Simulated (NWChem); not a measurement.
# triplet CH2N2: levels of theory compared

Aim: a comparison of 3 runs (UHF/def2-TZVP, UPBE0/def2-TZVP, UMP2/def2-TZVP) of triplet CH2N2. 

The calculation is run with NWChem 7.3.0.

4 further runs of the same task are left out: 2 that didn't finish, 2 set aside as unsound or not needed. Runs told in other sessions of the task aren't counted.

### Step 1. The structure to begin with

The species is CH2N2 (5 atoms), meant as a triplet with charge 0. SMILES of the parent species: `N#CN`. Geometry: relaxed at PBE0-D4/def2-TZVP. That shape belongs to the parent species and isn't relaxed for this state.

Bond lengths: N1–C2 1.154 Å, C2–N3 1.335 Å, N3–H4 1.009 Å, N3–H5 1.009 Å. Angles: N1–C2–N3 177.4°, C2–N3–H4 115.2°, C2–N3–H5 115.2°, H4–N3–H5 113.6°.

### Step 2. The energy at UHF/def2-TZVP (run 1)

job.nw

```
start job
memory total 2200 mb
charge 0

geometry noautosym nocenter noautoz
  N      0.447810    -1.270520     1.345510
  C      0.216740    -0.523780     0.496350
  N     -0.007960     0.313840    -0.518670
  H     -0.900000     0.205110    -0.976640
  H      0.243420     1.275350    -0.346570
end

basis spherical bse
  N library def2-TZVP
  C library def2-TZVP
  H library def2-TZVP
end

scf
  triplet
  uhf
  thresh 1e-08
  maxiter 80
  noprint "final vectors analysis"
end

task scf energy
```

On the command line:

```
$ nwchem job.nw > job.out
```

The program printed:

```text
[...]
  functions       =   105
[...]
  wavefunction    = UHF
[...]
         Total SCF energy =   -147.748832090035
      One electron energy =   -315.888742654376
      Two electron energy =    108.543385947444
 Nuclear repulsion energy =     59.596524616897
                       Sz =      1.0000
                 Sz(Sz+1) =      2.0000
                      S^2 =      2.1861
[...]
```

Wall time 33 s (1 thread of Intel Xeon 6975P-C (Granite Rapids), shared host); peak memory 0.11 GiB.

### Step 3. The energy at UPBE0/def2-TZVP (run 2)

a.nw

```
START a
memory stack 880 mb heap 220 mb global 1100 mb

GEOMETRY units atomic noautosym nocenter noautoz
   N      0.84623826    -2.40093484     2.54264540
   C      0.40957924    -0.98980075     0.93796556
   N     -0.01504222     0.59307165    -0.98014425
   H     -1.70075351     0.38760173    -1.84558212
   H      0.45999713     2.41006221    -0.65492238
END

BASIS spherical bse
   N library def2-TZVP
   C library def2-TZVP
   H library def2-TZVP
END

DFT
   xc pbe0
   mult 3
   grid fine
   convergence energy 1e-08
   maxiter 100
   mulliken
   print low
END

TASK dft energy
```

On the command line:

```
$ nwchem a.nw > a.out
```

The program printed:

```text
[...]
 d= 0,ls=0.0,diis     1   -148.3470070341 -2.08D+02  5.44D-02  1.92D-01     1.7
[...]
 d= 0,ls=0.0,diis    20   -148.4386332373  3.04D-09  5.73D-06  4.03D-11    30.2
[...]
         Total DFT energy =     -148.438633237287
      One electron energy =     -316.512383342709
           Coulomb energy =      128.131907450692
    Exchange-Corr. energy =      -19.654677611897
 Nuclear repulsion energy =       59.596520266627
[...]
      Total Density - Mulliken Population Analysis
     ---------------------------------------------
    Atom       Charge   Shell Charges
 -----------   ------   -------------------------------------------------------
    1 N    7     6.72   0.82  1.15  0.63  0.90  0.06  1.40  1.28  0.44  0.01  0.03  0.00
    2 C    6     6.15   0.86  1.11  0.56  0.51  0.39  1.31  1.11  0.20  0.03  0.04  0.02
    3 N    7     6.67   0.82  1.15  0.61  0.86 -0.30  1.49  1.55  0.44  0.01  0.03  0.00
    4 H    1     1.23   0.25  0.36  0.57  0.04
    5 H    1     1.23   0.25  0.36  0.57  0.04
[...]
      <S2> =      2.0226 (Exact =     2.0000)
[...]
```

It took 31 s on 1 thread of Intel Xeon 6975P-C (Granite Rapids), shared host; peak memory 0.12 GiB.

### Step 4. The energy at UMP2/def2-TZVP (run 3)

geom.xyz

```xyz
5
CH2N2
N      0.447810    -1.270520     1.345510
C      0.216740    -0.523780     0.496350
N     -0.007960     0.313840    -0.518670
H     -0.900000     0.205110    -0.976640
H      0.243420     1.275350    -0.346570
```

run.py

```python
from ase.io import read
from ase.calculators.nwchem import NWChem

molecule = read('geom.xyz')

calc = NWChem(
    label='geom',
    theory='mp2',
    memory='2200 mb',
    basis='def2-TZVP',
    basispar='spherical bse',
    scf={'nopen': '2', 'uhf': None, 'thresh': '1e-08', 'maxiter': '80'},
    mp2={'freeze': 'core 3', 'tight': None},
    task='energy',
)
molecule.calc = calc

e = molecule.get_potential_energy()
print(f"E = {e:.6f} eV")
```

On the command line:

```
$ export ASE_NWCHEM_COMMAND="nwchem PREFIX.nwi > PREFIX.nwo"
$ python run.py
```

The program printed:

```text
E = -4033.996072 eV
```

The calculator wrote geom.nwi:

```
title "geom"

permanent_dir geom

scratch_dir geom

start geom

geometry units angstrom nocenter noautosym noautoz
  N  4.4780999999999999e-01 -1.2705200000000001e+00 1.3455100000000000e+00
  C  2.1673999999999999e-01 -5.2378000000000002e-01 4.9635000000000001e-01
  N  -7.9600000000000001e-03 3.1384000000000001e-01 -5.1866999999999996e-01
  H  -9.0000000000000002e-01 2.0510999999999999e-01 -9.7663999999999995e-01
  H  2.4342000000000000e-01 1.2753500000000000e+00 -3.4656999999999999e-01
end

memory 2200 mb

basis spherical bse noprint
   * library def2-TZVP
end

scf
  nopen 2
  uhf
  thresh 1e-08
  maxiter 80
end
mp2
  freeze core 3
  tight
end

task mp2 energy
```

geom.nwo:

```text
Northwest Computational Chemistry Package (NWChem) 7.3.0
             --------------------------------------------------------

           Job information
           ---------------

    nwchem branch   = 7.3.0
    use scalapack   = T
    input           = geom.nwi
    prefix          = geom.
    data base       = geom/geom.db
    status          = startup
    nproc           =        1

           Memory information
           ------------------

[... 5 lines left out ...]
    hardfail = no
[... 38 lines left out ...]
            Nuclear Dipole moment (a.u.)
[... 78 lines left out ...]
 2-e energy   =     107.921193
[... 20 lines left out ...]
  ga_iter_lsolve: convergence stagnant ... aborting solve
[... 6 lines left out ...]
      One electron energy =   -315.888742654373
[... 9 lines left out ...]
          Final alpha eigenvalues
[... 233 lines left out ...]
                     UHF Final Beta Molecular Orbital Analysis
[... 304 lines left out ...]
          ---------------------------------------------------
                    Spin Component Scaled (SCS) MP2
          Same spin pairs                     -0.131005029442
          Same spin scaling factor             0.333333333333
          Opposite spin pairs                 -0.366785393093
          Opposite spin scaling fact.          1.200000000000
          SCS-MP2 correlation energy          -0.483810814858
          Total SCS-MP2 energy              -148.232642904890
          ---------------------------------------------------

 -----------------------
 Task  times  cpu:       36.7s     wall:       36.7s
 Total times  cpu:       36.7s     wall:       36.7s
```

Wall time 38 s (1 thread of Intel Xeon 6975P-C (Granite Rapids), shared host); peak memory 0.28 GiB.

### Step 5. All runs side by side

| run | level | iteration cap | module | energy (Eh) | ⟨S²⟩ | wall time |
| --- | --- | --- | --- | --- | --- | --- |
| 1 | UHF/def2-TZVP | 80 | scf | -147.748832 | 2.186 | 33 s |
| 2 | UPBE0/def2-TZVP | 100 | dft | -148.438633 | 2.023 | 31 s |
| 3 | UMP2/def2-TZVP | 80 | mp2 | -148.246623 | 2.186 | 38 s |

### Step 6. What came out

```
                                                         quantity          value
                                              run 3: total energy  -148.24662 Eh
run 3: HOMO energy (Hartree–Fock orbitals) (highest over α and β)       -3.91 eV
 run 3: LUMO energy (Hartree–Fock orbitals) (lowest over α and β)       -1.70 eV
               run 3: correlation energy (3 core orbitals frozen)     -497.8 mEh
                         run 3: ⟨S²⟩ of the reference determinant          2.186
```

What this shows: Spin contamination of the reference: run 1 ⟨S²⟩ = 2.19, run 3 ⟨S²⟩ = 2.19. All runs together took 1.7 min, the longest 38 s.
